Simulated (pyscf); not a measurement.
Elementary routes open to H₃C–GaH₂ (SMILES [CH3][GaH2]) + H₂O (SMILES O) in the gas phase (singlet surface):
A. CH₄ (SMILES C) + HO–GaH₂ (SMILES [OH][GaH2]) (C–Ga, H–O broken; C–H, Ga–O formed)
B. H₃C–GaH–OH (SMILES [CH3][GaH][OH]) + H₂ (SMILES [H][H]) (Ga–H, H–O broken; Ga–O, H–H formed)

Structures and frequencies: ωB97X-D3(BJ)/def2-SVP in PySCF.

Question: Rank the routes by free-energy barrier at 1200 K, lowest first, for ωB97M-D3(BJ)/def2-TZVP energies (ideal gas, 1 atm, RRHO with modes under 100 cm⁻¹ raised to 100, one conformer, R ln 2 for chiral ones without a mode under 150 cm⁻¹).

Answer: B (216.4 kJ/mol), A (226.9 kJ/mol)

Route B is the fastest of these, ahead of the next by 10.6 kJ/mol. The most stable products are those of A (ΔG = -58.5 kJ/mol), whose barrier is 10.6 kJ/mol higher: the kinetic and the thermodynamic product differ. At 298 K B is still the fastest. A: On the reactant side the descent ends in an adduct with a Ga–O contact, 61.2 kJ/mol under the separated species and 104.0 kJ/mol under the saddle at ωB97X-D3(BJ)/def2-TZVP. B: On the reactant side the descent ends in an adduct with a Ga–O contact, 62.7 kJ/mol under the separated species and 95.4 kJ/mol under the saddle at ωB97X-D3(BJ)/def2-TZVP. Only these routes are compared; each barrier is that of the saddle found, and lower ones may exist. Elements up to Kr have no core potential and no relativistic terms here.
